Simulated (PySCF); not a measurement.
**A gas-phase reaction: AlH4N + ClH → AlClH2 + H3N**

Wanted: the reaction energy for `[NH2][AlH2]` + `Cl` → `[AlH2][Cl]` + `N`.

Computed with PySCF 2.14.0; each step states its level. No surroundings beyond the atoms listed, unless a continuum is named. Atoms count from 0, parts from 1.

## 1. Starting point

Each species was relaxed by itself at PBE0-D3(BJ)/def2-SVPD.

## 2. Reaction energy: wB97M-D3(BJ)/def2-TZVPD

Job settings and geometry (Å):

```
{"job": {"kind": "react", "xc": "wB97M-D3(BJ)", "basis": "def2-TZVPD"}, "charge": 0, "multiplicity": 1}
-1 AlH4N charge 0 multiplicity 1
N      0.799840    -0.408660     0.289750
Al    -0.709320     0.363250    -0.257440
H      1.722890    -0.197320    -0.067350
H      0.857530    -1.123740     1.003530
H     -2.064340    -0.097680     0.425240
H     -0.606310     1.464230    -1.393770

-1 ClH charge 0 multiplicity 1
Cl     0.644690    -0.006170     0.004320
H     -0.643470     0.002950    -0.003560

+1 AlClH2 charge 0 multiplicity 1
Al     0.003210    -0.190180     0.028490
Cl    -0.207030     1.835200    -0.563200
H      1.380470    -0.890860    -0.283620
H     -1.228950    -0.864150     0.744580

+1 H3N charge 0 multiplicity 1
N      0.008510    -0.004240     0.284460
H      0.845290    -0.420890    -0.113120
H     -0.053030     0.943800    -0.075150
H     -0.785940    -0.516850    -0.086960
```

Level: wB97M-D3(BJ)/def2-TZVPD reaction energy of separated species, gas phase.

Command:

```sh
OMP_NUM_THREADS=1 python cluster_run.py task.json out
```

One launch serves the whole session: the jobs run in the order shown.

Standard output:

```text
species 1 (AlH4N)
coarse grid: 21360 points
cycle   1  E = -299.6492482799  dE = -1.738e-01  |g| = 4.053e-01  |ddm| = 1.718e+00
cycle   2  E = -299.6540441036  dE = -4.796e-03  |g| = 4.248e-01  |ddm| = 5.351e-01
cycle   3  E = -299.6899419930  dE = -3.590e-02  |g| = 2.577e-02  |ddm| = 2.512e-01
cycle   4  E = -299.6902912614  dE = -3.493e-04  |g| = 8.850e-03  |ddm| = 4.388e-02
cycle   5  E = -299.6903221593  dE = -3.090e-05  |g| = 1.736e-03  |ddm| = 1.316e-02
cycle   6  E = -299.6903241632  dE = -2.004e-06  |g| = 4.039e-04  |ddm| = 4.083e-03
final grid: 44376 points
cycle   7  E = -299.6903250782  dE = -1.357e-07  |g| = 2.121e-04  |ddm| = 1.799e-03
cycle   8  E = -299.6903250989  dE = -2.070e-08  |g| = 2.081e-04  |ddm| = 4.348e-04
cycle   9  E = -299.6903251082  dE = -9.359e-09  |g| = 4.063e-05  |ddm| = 1.543e-04
cycle  10  E = -299.6903251107  dE = -2.475e-09  |g| = 1.248e-05  |ddm| = 1.664e-04
cycle  11  E = -299.6903251108  dE = -7.253e-11  |g| = 1.826e-06  |ddm| = 2.694e-05
converged SCF energy = -299.6903251108

species 2 (ClH)
coarse grid: 8792 points
cycle   1  E = -460.8503332787  dE = -8.165e-02  |g| = 2.169e-01  |ddm| = 7.239e-01
cycle   2  E = -460.8625127791  dE = -1.218e-02  |g| = 1.397e-01  |ddm| = 2.651e-01
cycle   3  E = -460.8670521600  dE = -4.539e-03  |g| = 1.358e-02  |ddm| = 9.818e-02
cycle   4  E = -460.8670932430  dE = -4.108e-05  |g| = 3.364e-03  |ddm| = 9.545e-03
cycle   5  E = -460.8670994914  dE = -6.248e-06  |g| = 8.516e-04  |ddm| = 3.915e-03
final grid: 17120 points
cycle   6  E = -460.8670682351  dE = -3.716e-07  |g| = 3.676e-04  |ddm| = 8.892e-04
cycle   7  E = -460.8670682814  dE = -4.627e-08  |g| = 1.618e-04  |ddm| = 3.981e-04
cycle   8  E = -460.8670682880  dE = -6.577e-09  |g| = 4.221e-05  |ddm| = 1.295e-04
cycle   9  E = -460.8670682893  dE = -1.312e-09  |g| = 3.975e-06  |ddm| = 6.531e-05
cycle  10  E = -460.8670682893  dE = -4.661e-12  |g| = 8.166e-07  |ddm| = 3.313e-06
converged SCF energy = -460.8670682893

species 3 (AlClH2)
coarse grid: 17616 points
cycle   1  E = -703.9646274506  dE = -1.476e-01  |g| = 2.720e-01  |ddm| = 1.370e+00
cycle   2  E = -703.9827005469  dE = -1.807e-02  |g| = 2.029e-01  |ddm| = 4.464e-01
cycle   3  E = -703.9914509606  dE = -8.750e-03  |g| = 1.902e-02  |ddm| = 1.873e-01
cycle   4  E = -703.9916037732  dE = -1.528e-04  |g| = 5.455e-03  |ddm| = 3.688e-02
cycle   5  E = -703.9916237502  dE = -1.998e-05  |g| = 1.309e-03  |ddm| = 1.272e-02
cycle   6  E = -703.9916244924  dE = -7.422e-07  |g| = 2.942e-04  |ddm| = 1.968e-03
final grid: 34384 points
cycle   7  E = -703.9916309055  dE = -6.815e-08  |g| = 1.620e-04  |ddm| = 6.820e-04
cycle   8  E = -703.9916309146  dE = -9.065e-09  |g| = 9.587e-05  |ddm| = 2.169e-04
cycle   9  E = -703.9916309165  dE = -1.939e-09  |g| = 1.971e-05  |ddm| = 7.872e-05
cycle  10  E = -703.9916309170  dE = -4.792e-10  |g| = 5.524e-06  |ddm| = 4.436e-05
converged SCF energy = -703.9916309170

species 4 (H3N)
coarse grid: 12536 points
cycle   1  E = -56.5694039654  dE = -1.294e-01  |g| = 3.024e-01  |ddm| = 1.089e+00
cycle   2  E = -56.5779582556  dE = -8.554e-03  |g| = 2.716e-01  |ddm| = 2.677e-01
cycle   3  E = -56.5918805241  dE = -1.392e-02  |g| = 2.125e-02  |ddm| = 1.115e-01
cycle   4  E = -56.5919861504  dE = -1.056e-04  |g| = 5.195e-03  |ddm| = 1.729e-02
cycle   5  E = -56.5919972906  dE = -1.114e-05  |g| = 7.324e-04  |ddm| = 8.721e-03
cycle   6  E = -56.5919977058  dE = -4.153e-07  |g| = 1.111e-04  |ddm| = 3.176e-03
final grid: 27112 points
cycle   7  E = -56.5919833385  dE = -1.529e-08  |g| = 6.552e-05  |ddm| = 6.388e-04
cycle   8  E = -56.5919833404  dE = -1.937e-09  |g| = 5.385e-05  |ddm| = 2.049e-04
cycle   9  E = -56.5919833411  dE = -6.822e-10  |g| = 1.185e-05  |ddm| = 4.532e-05
converged SCF energy = -56.5919833411

Reaction energy = -16.310 kcal/mol
```

Run time: 5.3 s. Hardware: 1 thread of Arm Neoverse V2, shared host; peak memory 0.43 GiB.

Species by species (with the dispersion term, which the log's SCF energies lack):

| ν | species | energy (Eh) | HOMO (eV) |
| --- | --- | --- | --- |
| -1 | [NH2][AlH2] | -299.69380 | -10.04 |
| -1 | Cl | -460.86761 | -11.93 |
| +1 | [AlH2][Cl] | -703.99383 | -10.90 |
| +1 | N | -56.59358 | -10.26 |

## 3. Energies of the species: PBE0-D3(BJ)/def2-TZVPD

Same as in step 2 but for these lines:

```diff
@@ -1,2 +1,2 @@
-{"job": {"kind": "react", "xc": "wB97M-D3(BJ)", "basis": "def2-TZVPD"}, "charge": 0, "multiplicity": 1}
+{"job": {"kind": "react", "xc": "PBE0", "basis": "def2-TZVPD", "disp": "d3bj"}, "charge": 0, "multiplicity": 1}
 -1 AlH4N charge 0 multiplicity 1
```

With the program's defaults for keys left out, this is: PBE0-D3(BJ)/def2-TZVPD reaction energy of separated species, gas phase.

Standard output:

```text
species 1 (AlH4N)
coarse grid: 5168 points
cycle   1  E = -299.4080882579  dE = -1.350e-01  |g| = 4.772e-01  |ddm| = 1.809e+00
cycle   2  E = -299.3196107899  dE =  8.848e-02  |g| = 7.762e-01  |ddm| = 7.709e-01
cycle   3  E = -299.4580103305  dE = -1.384e-01  |g| = 4.586e-02  |ddm| = 5.113e-01
cycle   4  E = -299.4586085495  dE = -5.982e-04  |g| = 8.109e-03  |ddm| = 4.113e-02
cycle   5  E = -299.4586231446  dE = -1.460e-05  |g| = 1.342e-03  |ddm| = 8.146e-03
cycle   6  E = -299.4586237005  dE = -5.559e-07  |g| = 3.318e-04  |ddm| = 1.634e-03
final grid: 44376 points
cycle   7  E = -299.4543573470  dE = -9.713e-06  |g| = 5.614e-03  |ddm| = 2.345e-02
cycle   8  E = -299.4543469788  dE =  1.037e-05  |g| = 8.948e-03  |ddm| = 7.975e-03
cycle   9  E = -299.4543638002  dE = -1.682e-05  |g| = 1.211e-04  |ddm| = 4.999e-03
cycle  10  E = -299.4543638049  dE = -4.746e-09  |g| = 3.663e-05  |ddm| = 2.305e-04
cycle  11  E = -299.4543638053  dE = -3.369e-10  |g| = 9.818e-06  |ddm| = 5.125e-05
converged SCF energy = -299.4543638053

species 2 (ClH)
coarse grid: 2248 points
cycle   1  E = -460.6537841491  dE = -4.644e-02  |g| = 1.882e-01  |ddm| = 7.411e-01
cycle   2  E = -460.6558529223  dE = -2.069e-03  |g| = 1.902e-01  |ddm| = 3.151e-01
cycle   3  E = -460.6653816015  dE = -9.529e-03  |g| = 1.506e-02  |ddm| = 1.513e-01
cycle   4  E = -460.6654036585  dE = -2.206e-05  |g| = 2.693e-03  |ddm| = 7.323e-03
cycle   5  E = -460.6654052064  dE = -1.548e-06  |g| = 1.111e-03  |ddm| = 2.553e-03
final grid: 17120 points
cycle   6  E = -460.6658903459  dE = -4.429e-06  |g| = 2.164e-03  |ddm| = 7.338e-03
cycle   7  E = -460.6658903754  dE = -2.953e-08  |g| = 1.795e-03  |ddm| = 2.512e-03
cycle   8  E = -460.6658909930  dE = -6.176e-07  |g| = 1.533e-04  |ddm| = 1.363e-03
cycle   9  E = -460.6658909999  dE = -6.901e-09  |g| = 2.148e-05  |ddm| = 1.086e-04
cycle  10  E = -460.6658910000  dE = -9.953e-11  |g| = 4.933e-06  |ddm| = 1.682e-05
converged SCF energy = -460.6658910000

species 3 (AlClH2)
coarse grid: 4488 points
cycle   1  E = -703.6120615769  dE = -1.117e-01  |g| = 2.576e-01  |ddm| = 1.453e+00
cycle   2  E = -703.6107615909  dE =  1.300e-03  |g| = 2.893e-01  |ddm| = 5.353e-01
cycle   3  E = -703.6318525503  dE = -2.109e-02  |g| = 2.558e-02  |ddm| = 2.818e-01
cycle   4  E = -703.6319625334  dE = -1.100e-04  |g| = 6.851e-03  |ddm| = 2.140e-02
cycle   5  E = -703.6319724306  dE = -9.897e-06  |g| = 1.729e-03  |ddm| = 5.581e-03
final grid: 34384 points
cycle   6  E = -703.6325329086  dE = -5.476e-06  |g| = 3.199e-03  |ddm| = 9.241e-03
cycle   7  E = -703.6325323398  dE =  5.688e-07  |g| = 3.262e-03  |ddm| = 4.857e-03
cycle   8  E = -703.6325347679  dE = -2.428e-06  |g| = 1.887e-04  |ddm| = 2.794e-03
cycle   9  E = -703.6325347794  dE = -1.151e-08  |g| = 8.964e-06  |ddm| = 1.974e-04
cycle  10  E = -703.6325347795  dE = -2.376e-11  |g| = 4.440e-06  |ddm| = 1.080e-05
converged SCF energy = -703.6325347795

species 4 (H3N)
coarse grid: 2928 points
cycle   1  E = -56.4891848816  dE = -9.640e-02  |g| = 3.706e-01  |ddm| = 1.102e+00
cycle   2  E = -56.4627605563  dE =  2.642e-02  |g| = 5.179e-01  |ddm| = 4.445e-01
cycle   3  E = -56.5198549759  dE = -5.709e-02  |g| = 1.577e-02  |ddm| = 2.492e-01
cycle   4  E = -56.5199036197  dE = -4.864e-05  |g| = 3.352e-03  |ddm| = 8.678e-03
cycle   5  E = -56.5199057897  dE = -2.170e-06  |g| = 3.228e-04  |ddm| = 2.233e-03
final grid: 27112 points
cycle   6  E = -56.5150236742  dE = -1.187e-05  |g| = 5.540e-03  |ddm| = 1.605e-02
cycle   7  E = -56.5150183419  dE =  5.332e-06  |g| = 7.584e-03  |ddm| = 6.112e-03
cycle   8  E = -56.5150297966  dE = -1.145e-05  |g| = 1.275e-04  |ddm| = 3.409e-03
cycle   9  E = -56.5150298002  dE = -3.620e-09  |g| = 3.248e-05  |ddm| = 1.058e-04
cycle  10  E = -56.5150298005  dE = -2.737e-10  |g| = 3.584e-06  |ddm| = 2.294e-05
converged SCF energy = -56.5150298005

Reaction energy = -17.115 kcal/mol
```

Wall time 2.3 s (1 thread of Arm Neoverse V2, shared host); peak memory 0.43 GiB.

Reaction energy at this level: -17.11 kcal/mol.

## 4. Reaction energy: MP2/def2-TZVPD

Same as in step 3 but for these lines:

```diff
@@ -1,2 +1,2 @@
-{"job": {"kind": "react", "xc": "PBE0", "basis": "def2-TZVPD", "disp": "d3bj"}, "charge": 0, "multiplicity": 1}
+{"job": {"kind": "react", "xc": "MP2", "basis": "def2-TZVPD"}, "charge": 0, "multiplicity": 1}
 -1 AlH4N charge 0 multiplicity 1
```

With the program's defaults for keys left out, this is: MP2/def2-TZVPD reaction energy of separated species, gas phase.

Standard output:

```text
species 1 (AlH4N)
final grid: 44376 points
cycle   1  E = -298.7218283453  dE = -2.436e-01  |g| = 3.033e-01  |ddm| = 1.680e+00
cycle   2  E = -298.7474992008  dE = -2.567e-02  |g| = 1.438e-01  |ddm| = 3.566e-01
cycle   3  E = -298.7522007934  dE = -4.702e-03  |g| = 4.077e-02  |ddm| = 1.180e-01
cycle   4  E = -298.7528068271  dE = -6.060e-04  |g| = 5.362e-03  |ddm| = 5.794e-02
cycle   5  E = -298.7528219820  dE = -1.515e-05  |g| = 1.337e-03  |ddm| = 1.047e-02
cycle   6  E = -298.7528231932  dE = -1.211e-06  |g| = 4.222e-04  |ddm| = 2.295e-03
cycle   7  E = -298.7528233287  dE = -1.355e-07  |g| = 9.741e-05  |ddm| = 8.771e-04
cycle   8  E = -298.7528233385  dE = -9.815e-09  |g| = 2.330e-05  |ddm| = 2.381e-04
cycle   9  E = -298.7528233390  dE = -5.186e-10  |g| = 5.572e-06  |ddm| = 5.400e-05
converged SCF energy = -298.7528233390

species 2 (ClH)
final grid: 17120 points
cycle   1  E = -460.0817351501  dE = -1.008e-01  |g| = 2.132e-01  |ddm| = 7.101e-01
cycle   2  E = -460.0969051790  dE = -1.517e-02  |g| = 8.401e-02  |ddm| = 2.053e-01
cycle   3  E = -460.0986385461  dE = -1.733e-03  |g| = 1.826e-02  |ddm| = 5.472e-02
cycle   4  E = -460.0988471120  dE = -2.086e-04  |g| = 6.315e-03  |ddm| = 1.638e-02
cycle   5  E = -460.0988771117  dE = -3.000e-05  |g| = 1.289e-03  |ddm| = 7.398e-03
cycle   6  E = -460.0988783278  dE = -1.216e-06  |g| = 2.807e-04  |ddm| = 1.659e-03
cycle   7  E = -460.0988783810  dE = -5.327e-08  |g| = 4.150e-05  |ddm| = 4.895e-04
cycle   8  E = -460.0988783818  dE = -7.324e-10  |g| = 7.806e-06  |ddm| = 6.177e-05
converged SCF energy = -460.0988783818

species 3 (AlClH2)
final grid: 34384 points
cycle   1  E = -702.6306761500  dE = -1.984e-01  |g| = 2.687e-01  |ddm| = 1.342e+00
cycle   2  E = -702.6589138283  dE = -2.824e-02  |g| = 1.129e-01  |ddm| = 3.690e-01
cycle   3  E = -702.6621399366  dE = -3.226e-03  |g| = 2.477e-02  |ddm| = 1.380e-01
cycle   4  E = -702.6624500257  dE = -3.101e-04  |g| = 4.919e-03  |ddm| = 5.558e-02
cycle   5  E = -702.6624631984  dE = -1.317e-05  |g| = 8.415e-04  |ddm| = 1.093e-02
cycle   6  E = -702.6624637408  dE = -5.424e-07  |g| = 2.817e-04  |ddm| = 1.364e-03
cycle   7  E = -702.6624638115  dE = -7.070e-08  |g| = 6.789e-05  |ddm| = 5.101e-04
cycle   8  E = -702.6624638149  dE = -3.396e-09  |g| = 1.462e-05  |ddm| = 1.136e-04
cycle   9  E = -702.6624638150  dE = -1.255e-10  |g| = 2.016e-06  |ddm| = 2.712e-05
converged SCF energy = -702.6624638150

species 4 (H3N)
final grid: 27112 points
cycle   1  E = -56.2058935021  dE = -1.621e-01  |g| = 2.298e-01  |ddm| = 1.073e+00
cycle   2  E = -56.2178838110  dE = -1.199e-02  |g| = 7.796e-02  |ddm| = 1.404e-01
cycle   3  E = -56.2190890751  dE = -1.205e-03  |g| = 2.444e-02  |ddm| = 4.020e-02
cycle   4  E = -56.2192484004  dE = -1.593e-04  |g| = 5.225e-03  |ddm| = 1.749e-02
cycle   5  E = -56.2192625318  dE = -1.413e-05  |g| = 1.112e-03  |ddm| = 7.204e-03
cycle   6  E = -56.2192637513  dE = -1.219e-06  |g| = 2.935e-04  |ddm| = 3.286e-03
cycle   7  E = -56.2192638460  dE = -9.467e-08  |g| = 4.961e-05  |ddm| = 9.839e-04
cycle   8  E = -56.2192638481  dE = -2.081e-09  |g| = 4.563e-06  |ddm| = 1.082e-04
cycle   9  E = -56.2192638481  dE = -1.381e-11  |g| = 5.841e-07  |ddm| = 2.273e-05
converged SCF energy = -56.2192638481

Reaction energy = -16.459 kcal/mol
```

It took 1.1 s on 1 thread of Arm Neoverse V2, shared host; peak memory 0.45 GiB.

Reaction energy at this level: -16.46 kcal/mol.

## 5. Side by side

Energies in kcal/mol, with wall time:

| run | reaction | time |
| --- | --- | --- |
| wB97M-D3(BJ)/def2-TZVPD | -16.31 | 5.3 s |
| PBE0-D3(BJ)/def2-TZVPD | -17.11 | 2.3 s |
| MP2/def2-TZVPD | -16.46 | 1.1 s |

## 6. Outcome

```
                                                quantity                      value
               reaction energy (wB97M-D3(BJ)/def2-TZVPD)            -16.31 kcal/mol
                     ΔH, ΔG at 298 K (xTB thermal terms)      -12.8, -12.4 kcal/mol
range of the reaction energy over the runs of this table  -17.11 to -16.31 kcal/mol
```

**Reading.** The reaction is exothermic by 12.8 kcal/mol in the gas phase; dispersion gives +0.14, and xTB itself gave -23.90 for the electronic energy (xTB energies and thermal terms come from the earlier relaxation of each species, not shown). No barrier was sought. The reaction energy runs from -17.11 (PBE0-D3(BJ)/def2-TZVPD) to -16.31 kcal/mol (wB97M-D3(BJ)/def2-TZVPD).
